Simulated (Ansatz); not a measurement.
Atomization energy of CO, singlet, from cheap to dear

Geometry (MP2(full)/6-31G*, from the G2/97 set):

```xyz
2

O     0.0000    0.0000    0.0000
C     0.0000    0.0000    1.1503
```

Measured, as an electronic atomization energy: 1084.7 kJ/mol (G2/97 heats of formation of molecule and atoms, with zero-point and thermal terms from B3LYP taken off; Curtiss et al., J. Chem. Phys. 106, 1063 (1997), Staroverov et al., J. Chem. Phys. 119, 12129 (2003)). The measured value holds scalar relativity and spin–orbit coupling, which all computed ones lack, and core correlation, which the wave-function levels lack. Atoms are taken at the same level; beside RHF, RMP2 and RCC rows they are unrestricted. Truncated CI is not size-consistent. The atoms' steps beyond CCSDT(Q) are taken from restricted open-shell runs, which share full CI's core. Ansatz 0.2.0; the 6-31G* set has Cartesian d functions; a miss is computed less measured; times are wall times on shared hosts and scatter by a factor of two or so. A small miss in a small set is a cancellation of the method's error against the basis error.

```csv
level,basis,miss (kJ/mol),time of the run,hardware
RHF,STO-3G,-499.7,0.13 s,1 CPU thread
RCCSDT(Q),STO-3G,-176.8,0.41 s,1 CPU thread
RCCSDTQ,STO-3G,-176.8,1.6 s,1 CPU thread
full CI,STO-3G,-176.5,0.19 s,1 CPU thread
PBE,STO-3G,11.7,0.25 s,1 CPU thread
B2PLYP,STO-3G,-122.0,0.3 s,1 CPU thread
RHF,6-31G,-538.2,0.24 s,1 CPU thread
RCCSDT(Q),6-31G,-211.5,1.1 s,1 CPU thread
RCCSDTQ,6-31G,-211.8,7.5 s,1 CPU thread
MRCISD+Q (valence space),6-31G,-214.7,2.6 s,1 CPU thread
full CI,6-31G,-211.6,28 s,1 CPU thread
r2SCAN,6-31G,-137.7,0.92 s,1 CPU thread
B3LYP,6-31G,-147.1,0.34 s,1 CPU thread
wB97M-V,6-31G,-130.6,1 s,1 CPU thread
B2PLYP,6-31G,-160.4,0.47 s,1 CPU thread
RHF,cc-pVDZ,-382.7,–,–
RCCSDT(Q),cc-pVDZ,-72.1,2.1 s,1 CPU thread
B3LYP,cc-pVDZ,-33.6,0.31 s,1 CPU thread
wB97M-V,cc-pVDZ,-6.2,0.82 s,1 CPU thread
B2PLYP,cc-pVDZ,-35.3,0.4 s,1 CPU thread
RHF,6-31G*,-376.7,0.2 s,1 CPU thread
RCCSD(T),6-31G*,-63.9,0.38 s,1 CPU thread
RCCSDT(Q),6-31G*,-60.8,1.8 s,1 CPU thread
RCCSDTQ,6-31G*,-61.2,11 s,H100 + 5 CPU threads
MRCISD+Q (valence space),6-31G*,-68.7,3.5 s,1 CPU thread
PBE,6-31G*,35.2,0.43 s,1 CPU thread
r2SCAN,6-31G*,-25.7,0.62 s,1 CPU thread
B3LYP,6-31G*,-28.7,0.31 s,1 CPU thread
wB97M-V,6-31G*,-1.6,0.7 s,1 CPU thread
B2PLYP,6-31G*,-28.9,0.4 s,1 CPU thread
RCCSD(T),cc-pVTZ,-33.5,3.5 s (with forces),1 CPU thread
MRCISD+Q (valence space),cc-pVTZ,-39.9,8.5 s,H100 + 5 CPU threads
r2SCAN,cc-pVTZ,-18.2,0.92 s (with forces),1 CPU thread
wB97M-V,cc-pVTZ,1.9,1.3 s (with forces),1 CPU thread
RHF,cc-pVQZ,-364.6,0.62 s,1 CPU thread
RCCSD(T),cc-pVQZ,-16.0,5.5 s,1 CPU thread
RCCSDT(Q),cc-pVQZ,-15.0,16 s,H100 + 5 CPU threads
MRCISD+Q (valence space),cc-pVQZ,-22.7,18 s,H100 + 5 CPU threads
wB97M-V,cc-pVQZ,3.4,2.1 s,1 CPU thread
B2PLYP,cc-pVQZ,-4.1,1.5 s,1 CPU thread
```

HF's time is that of a plain UHF run. A dash: the level came out of a higher level's run.

A composite of the best parts (restricted reference, at this geometry, which isn't the minimum of the high levels):

```csv
part,kJ/mol
"Hartree–Fock limit (T, Q; exp(−5.46 √X))",720.94
"CCSD(T) correlation limit (T, Q; X⁻³)",359.41
CCSDT − CCSD(T) (QZ),-2.09
(Q) (QZ),3.14
CCSDTQ − CCSDT(Q) (DZ),-0.40
sum,1081.0
sum less measured,-3.7
```
